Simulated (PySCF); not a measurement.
Computed with PBE-D3(BJ)/def2-TZVP // B3LYP-D3(BJ)/def2-TZVP (PySCF 2.14.0). Gas-phase values, no solvent. Excitations are Tamm–Dancoff values on a coarser integration grid. The basis has no diffuse functions, so Rydberg states are missing or too high.

Reference species (SMILES): `C1=CC1` (neutral, multiplicity 1).

```
Quantity                 Result
----------------------  -------
S1 excitation (TDA)     6.34 eV
HOMO–LUMO gap           5.15 eV
S1 oscillator strength    0.002
```

Changed species: `C(=C)=C`.

Task: Predict the effect on the S1 excitation (TDA), HOMO–LUMO gap and S1 oscillator strength.

Result: the S1 excitation (TDA) falls by 0.49 eV, to 5.85 eV; the HOMO–LUMO gap increases by 0.69 eV, to 5.84 eV; the S1 oscillator strength hardly moves.
